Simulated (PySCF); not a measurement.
Species: C5H11P.
Z-matrix (Å and degrees, PBE0-D3(BJ)/def2-SVP geometry), rows numbered from 1:
```
C 
C   1  1.5217
P   2  1.8638  1  112.36
C   3  1.8375  2  100.67  1   168.35
C   4  1.5034  3  123.41  2   -63.62
C   5  1.4978  4   60.14  3  -108.36
H   1  1.1019  2  111.42  3   -62.44
H   1  1.1015  2  111.22  3   177.77
H   1  1.1012  2  111.50  3    57.49
H   2  1.1035  1  110.18  3  -118.11
H   2  1.1025  1  111.23  3   123.94
H   3  1.4333  2   96.74  1    71.14
H   4  1.0963  3  112.40  2    83.77
H   5  1.0947  4  117.83  6   107.98
H   5  1.0939  4  118.09  6  -108.32
H   6  1.0943  4  118.00  5  -107.92
H   6  1.0934  4  118.06  5   108.62
```

Level: PBE0/def2-SVPD in PySCF, non-relativistic, on one gas-phase PBE0-D3(BJ)/def2-SVP geometry that isn't relaxed in the solvent. The solvent is an IEF-PCM continuum (Bondi radii, 1.10 Å for H, scaled by 1.2), and excitations are vertical TDDFT with non-equilibrium linear response and a frozen core. Only the electrostatic response of the medium enters.

Gas-phase singlets (H = HOMO, L = LUMO):

| state | E (eV) | λ (nm) | f | leading configurations |
| --- | --- | --- | --- | --- |
| S1 | 6.045 | 205 | 0.046 | H→L 91% |
| S2 | 6.185 | 200 | 0.068 | H→L+1 90% |
| S3 | 6.719 | 185 | 0.010 | H→L+2 86% |
| S4 | 6.892 | 180 | 0.039 | H→L+3 90% |
| S5 | 7.092 | 175 | 0.026 | H→L+4 90% |

Question: Give the list for benzene (ε = 2.271), n² = 2.25.

Answer: 
```
state  E (eV)  λ (nm)      f  leading configurations  change by rank (eV)
   S1   6.071     204  0.074       H→L 88%, H→L+1 8%               +0.026
   S2   6.180     201  0.108       H→L+1 89%, H→L 8%               -0.005
   S3   6.842     181  0.030               H→L+2 88%               +0.123
   S4   6.958     178  0.065               H→L+3 91%               +0.066
   S5   7.169     173  0.038               H→L+4 87%               +0.077
```

Question: How do the frontier levels move from gas to benzene?

Answer: 
```
orbital  gas (eV)  solvent (eV)  change (eV)                     Löwdin shares, gas                Löwdin shares, solvent
 LUMO+2      1.19          1.29        +0.10  H17 15 %, H15 14 %, H13 12 %, C6 12 %  H17 16 %, C6 16 %, H15 13 %, C5 11 %
 LUMO+1      0.78          0.83        +0.05      P3 30 %, H12 10 %, C6 9 %, C4 8 %     P3 33 %, H12 11 %, C4 8 %, C6 8 %
   LUMO      0.56          0.63        +0.07     P3 20 %, C2 15 %, C1 13 %, H12 9 %   P3 22 %, C2 15 %, C1 13 %, H12 10 %
   HOMO     -6.56         -6.59        -0.03      P3 58 %, C2 11 %, C4 10 %, C5 8 %     P3 57 %, C2 11 %, C4 10 %, C5 8 %
 HOMO-1     -8.24         -8.18        +0.06     C6 26 %, C4 20 %, P3 12 %, C2 11 %    C6 26 %, C4 20 %, P3 12 %, C2 11 %
 HOMO-2     -8.95         -8.88        +0.07      C5 30 %, C4 21 %, C6 16 %, P3 6 %     C5 30 %, C4 21 %, C6 16 %, P3 6 %
 HOMO-3     -9.34         -9.27        +0.07    P3 22 %, C4 22 %, H12 15 %, C2 11 %   C4 22 %, P3 21 %, H12 15 %, C2 11 %
```

The HOMO–LUMO gap goes from 7.13 to 7.22 eV.

Hardware: one thread, Intel Xeon Platinum 8488C (x86_64) (shared host). Cost: 26 s, 1.0 GiB resident at most. This is the whole response run at PBE0/def2-SVPD in benzene, SCF included.
